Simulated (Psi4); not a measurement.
# SiH4O (silanol): levels of theory compared

Aim: a comparison of 5 runs (HF/def2-SVP, B3LYP/6-31G*, PBE0/def2-SVP, TPSS/def2-TZVP) of SiH4O (silanol). 

The calculation is run with Psi4 1.11.

5 further runs of the same task are left out: 1 that didn't finish, 4 set aside as unsound or not needed.

## (1) Starting point

SiH4O: 6 atoms, total charge 0, spin state singlet. As SMILES, `O[SiH3]`. The shape is that of a PBE0-D4/def2-TZVP optimisation.

Bond lengths: O1–Si2 1.648 Å, O1–H3 0.957 Å, Si2–H4 1.489 Å, Si2–H5 1.481 Å, Si2–H6 1.489 Å. Angles: O1–Si2–H4 111.7°, O1–Si2–H5 105.9°, O1–Si2–H6 111.7°, Si2–O1–H3 117.9°, H4–Si2–H5 109.9°, H4–Si2–H6 107.9°, H5–Si2–H6 109.9°.

## (2) Energy and forces at HF/def2-SVP (run 1)

The input, run.py:

```python
import numpy as np
from ase.calculators.psi4 import Psi4
from ase import Atoms

a = Atoms(['O', 'Si', 'H', 'H', 'H', 'H'], positions=[
    [0.636700, -1.030300, 0.419000],
    [-0.035700, 0.346500, -0.187000],
    [0.069100, -1.629200, 0.904700],
    [-1.128300, 0.045700, -1.152800],
    [1.060500, 1.064900, -0.875600],
    [-0.602300, 1.202400, 0.891700],
])
calc = Psi4(atoms=a, method='scf', basis='def2-SVP', memory='1600MB', num_threads=1, charge=0, multiplicity=1, label='h4osi')
calc.psi4.set_options({'puream': True, 'e_convergence': 1e-09, 'd_convergence': 1e-08, 'scf_type': 'pk'})
a.calc = calc

forces = a.get_forces()
print(f'energy: {a.get_potential_energy():.6f} eV')
print('forces / eV A^-1')
print(np.round(forces, 5))
```

Launch:

```console
$ python run.py
```

h4osi.dat:

```text
[...]
  Running in c1 symmetry.
[...]
  Nuclear repulsion =   64.754891777503488
[...]
  Multiplicity = 1
[...]
  Nalpha       = 13
  Nbeta        = 13
[...]
    Number of basis functions: 52
[...]
   @RHF iter   1:  -365.92415583629150   -6.13809e-01   7.80875e-03 ADIIS/DIIS
[...]
   @RHF iter  10:  -366.00217655341220   -4.03588e-12   8.01495e-09 DIIS
[...]
    Orbital Energies [Eh]
    ---------------------
    Doubly Occupied:
       1A    -68.780268     2A    -20.553116     3A     -6.147571
       4A     -4.258926     5A     -4.257892     6A     -4.257679
       7A     -1.324009     8A     -0.759950     9A     -0.647799
      10A     -0.554213    11A     -0.553819    12A     -0.471762
      13A     -0.455256
[...]
  @RHF Final Energy:  -366.00217655341220
   => Energetics <=
    Nuclear Repulsion Energy =             64.7548917775034880
    One-Electron Energy =                -635.4696157318076075
    Two-Electron Energy =                 204.7125474008918786
    Total Energy =                       -366.0021765534121982
[...]
 Multipole Moments:
 ------------------------------------------------------------------------------------
     Multipole            Electronic (a.u.)      Nuclear  (a.u.)        Total (a.u.)
 ------------------------------------------------------------------------------------
 L = 1.  Multiply by 2.5417464519 to convert [e a0] to [Debye]
 Dipole X            :          0.7019219           -1.2360998           -0.5341779
 Dipole Y            :         -1.2686817            1.1232591           -0.1454226
 Dipole Z            :          0.5371170           -0.3168236            0.2202934
 Magnitude           :                                                    0.5958380
[...]
  -Total Gradient:
     Atom            X                  Y                   Z
    ------   -----------------  -----------------  -----------------
       1        0.011534590811     0.012217444733    -0.009898539748
       2       -0.001522760377    -0.005733269439     0.003625395436
       3       -0.010472589531    -0.008024031042     0.007250185697
       4       -0.001593169184    -0.000217596302    -0.001840310617
       5        0.002777170731     0.000029544347    -0.000735168623
       6       -0.000723242452     0.001727907704     0.001598437857
[...]
```

Standard output:

```text
energy: -9959.426512 eV
forces / eV A^-1
[[-0.59313 -0.62825  0.509  ]
 [ 0.0783   0.29482 -0.18643]
 [ 0.53852  0.41261 -0.37282]
 [ 0.08192  0.01119  0.09463]
 [-0.14281 -0.00152  0.0378 ]
 [ 0.03719 -0.08885 -0.08219]]
```

Run time: 1.6 s. Hardware: 1 thread of Intel Xeon 6975P-C (Granite Rapids), shared host; peak memory 0.21 GiB.

## (3) The energy at B3LYP/6-31G(d) (spherical functions) (run 2)

The input, h4osi.py:

```python
import psi4

psi4.set_memory(1600000000)
psi4.set_num_threads(1)
psi4.core.set_output_file('output.dat', False)

mol = psi4.geometry("""
0 1
O      1.20318862    -1.94698483     0.79179525
Si    -0.06746322     0.65479010    -0.35337879
H      0.13058008    -3.07874180     1.70963522
H     -2.13217799     0.08636048    -2.17847628
H      2.00405456     2.01236935    -1.65464419
H     -1.13818204     2.27220669     1.68506879
units au
symmetry c1
no_reorient
no_com
""")

psi4.set_options({
    'puream': True,
    'e_convergence': 1e-09,
    'd_convergence': 1e-08,
    'scf_type': 'pk',
    'dft_radial_points': 99,
    'dft_spherical_points': 590,
})

e = psi4.energy('b3lyp/6-31G*')
print('E =', round(e, 9))
```

Launch:

```console
$ python h4osi.py
```

output.dat:

```text
[...]
  Running in c1 symmetry.
[...]
  Nuclear repulsion =   64.754891801432322
[...]
  Multiplicity = 1
[...]
  Nalpha       = 13
  Nbeta        = 13
[...]
    Number of basis functions: 40
[...]
   @RKS iter   1:  -366.97625973574429   -2.94343e-01   1.59984e-02 ADIIS/DIIS
[...]
   @RKS iter  10:  -367.13945343597953   -1.13687e-13   1.94415e-09 DIIS
[...]
    Orbital Energies [Eh]
    ---------------------
    Doubly Occupied:
       1A    -66.133812     2A    -19.142632     3A     -5.293552
       4A     -3.652730     5A     -3.650900     6A     -3.650717
       7A     -1.004427     8A     -0.569490     9A     -0.472463
      10A     -0.378604    11A     -0.376332    12A     -0.327680
      13A     -0.301755
[...]
  @RKS Final Energy:  -367.13945343597953
   => Energetics <=
    Nuclear Repulsion Energy =             64.7548918014323220
    One-Electron Energy =                -635.9728157195554559
    Two-Electron Energy =                 229.1471574327131577
    DFT Exchange-Correlation Energy =     -25.0686869505695498
    Empirical Dispersion Energy =           0.0000000000000000
    VV10 Nonlocal Energy =                  0.0000000000000000
    Total Energy =                       -367.1394534359795330
[...]
 Multipole Moments:
 ------------------------------------------------------------------------------------
     Multipole            Electronic (a.u.)      Nuclear  (a.u.)        Total (a.u.)
 ------------------------------------------------------------------------------------
 L = 1.  Multiply by 2.5417464519 to convert [e a0] to [Debye]
 Dipole X            :         -8.0402221            7.5452985           -0.4949236
 Dipole Y            :          4.9394760           -5.1166225           -0.1771465
 Dipole Z            :         -0.7205241            0.9486425            0.2281184
 Magnitude           :                                                    0.5730342
[...]
```

The script printed:

```text
E = -367.139453436
```

Run time: 5.7 s. Hardware: 1 thread of Intel Xeon 6975P-C (Granite Rapids), shared host; peak memory 0.6 GiB.

Runs 3 to 4 aren't shown in full; the table further down has their settings and results.

## (4) Energy and forces at TPSS/def2-TZVP (run 5)

The input, input.inp:

```
memory 1600 MB

molecule system {
  0 1
  O      0.636700    -1.030300     0.419000
  Si    -0.035700     0.346500    -0.187000
  H      0.069100    -1.629200     0.904700
  H     -1.128300     0.045700    -1.152800
  H      1.060500     1.064900    -0.875600
  H     -0.602300     1.202400     0.891700
  units angstrom
  symmetry c1
}

set globals {
  basis                def2-TZVP
  puream               true
  e_convergence        1e-09
  d_convergence        1e-08
  scf_type             pk
  dft_radial_points    99
  dft_spherical_points 590
}

e_tot = gradient('tpss')
print_variables()
```

Launch:

```console
$ psi4 -i input.inp -o input.out -n 1
```

input.out:

```text
[...]
  Running in c1 symmetry.
[...]
  Nuclear repulsion =   64.754891777503488
[...]
  Multiplicity = 1
[...]
  Nalpha       = 13
  Nbeta        = 13
[...]
    Number of basis functions: 92
[...]
   @RKS iter   1:  -367.00353994699299   -2.23159e-01   8.84726e-03 DIIS/ADIIS
[...]
   @RKS iter  11:  -367.23191419966867   -6.25278e-13   3.27359e-09 DIIS
[...]
    Orbital Energies [Eh]
    ---------------------
    Doubly Occupied:
       1A    -65.683741     2A    -18.890715     3A     -5.118646
       4A     -3.493934     5A     -3.491832     6A     -3.491752
       7A     -0.945500     8A     -0.524855     9A     -0.433942
      10A     -0.343968    11A     -0.341458    12A     -0.297800
      13A     -0.271442
[...]
  @RKS Final Energy:  -367.23191419966867
   => Energetics <=
    Nuclear Repulsion Energy =             64.7548917775034880
    One-Electron Energy =                -636.1062698323746645
    Two-Electron Energy =                 235.2110130892897359
    DFT Exchange-Correlation Energy =     -31.0915492340872426
    Empirical Dispersion Energy =           0.0000000000000000
    VV10 Nonlocal Energy =                  0.0000000000000000
    Total Energy =                       -367.2319141996686653
[...]
 Multipole Moments:
 ------------------------------------------------------------------------------------
     Multipole            Electronic (a.u.)      Nuclear  (a.u.)        Total (a.u.)
 ------------------------------------------------------------------------------------
 L = 1.  Multiply by 2.5417464519 to convert [e a0] to [Debye]
 Dipole X            :          0.8114785           -1.2360998           -0.4246213
 Dipole Y            :         -1.3279861            1.1232591           -0.2047270
 Dipole Z            :          0.5424011           -0.3168236            0.2255776
 Magnitude           :                                                    0.5225913
[...]
  -Total Gradient:
     Atom            X                  Y                   Z
    ------   -----------------  -----------------  -----------------
       1       -0.008350081364     0.000526031503     0.001856229569
       2        0.003668969187    -0.006586308128     0.002768699328
       3        0.004934559848     0.005681370700    -0.004489585285
       4       -0.000354663880    -0.000322458457    -0.000235061586
       5        0.000277070506     0.000602130916    -0.000414877024
       6       -0.000175326612     0.000100516411     0.000513740872
[...]
```

It took 27 s on 1 thread of Intel Xeon 6975P-C (Granite Rapids), shared host; peak memory 0.85 GiB.

## (5) The series

```
run                               level      task         integration grid  energy (Eh)  dipole moment (D)  HOMO energy (eV)  LUMO energy (eV)  wall time
  1                         HF/def2-SVP  gradient                        –  -366.002177               1.51            -12.39              4.01      1.6 s
  2  B3LYP/6-31G* (spherical functions)    energy  99 radial × 590 angular  -367.139453               1.46             -8.21              0.29      5.7 s
  3  B3LYP/6-31G* (Cartesian functions)  gradient  99 radial × 590 angular  -367.142524               1.46             -8.21              0.24      6.9 s
  4                       PBE0/def2-SVP  gradient  99 radial × 590 angular  -366.783177               1.39             -8.55              0.68      7.8 s
  5                      TPSS/def2-TZVP  gradient  99 radial × 590 angular  -367.231914               1.33             -7.39             -0.58       27 s
```

## (6) Summary of results

| quantity | value |
| --- | --- |
| run 5: total energy | -367.23191 Eh |
| run 5: dipole moment | 1.33 D |
| run 5: HOMO energy | -7.39 eV |
| run 5: LUMO energy | -0.58 eV |
| run 5: HOMO–LUMO gap | 6.81 eV |
| run 5: largest force on an atom | 0.451 eV/Å |

What this shows: The dipole moment (its size) runs from 1.33 D (TPSS/def2-TZVP) to 1.51 D (HF/def2-SVP). The two ends differ in method and basis. The HOMO–LUMO gap runs from 6.81 eV (TPSS/def2-TZVP) to 16.40 eV (HF/def2-SVP). Totals of different functionals can't be ranked against each other. All runs together took 49 s, the longest 27 s.
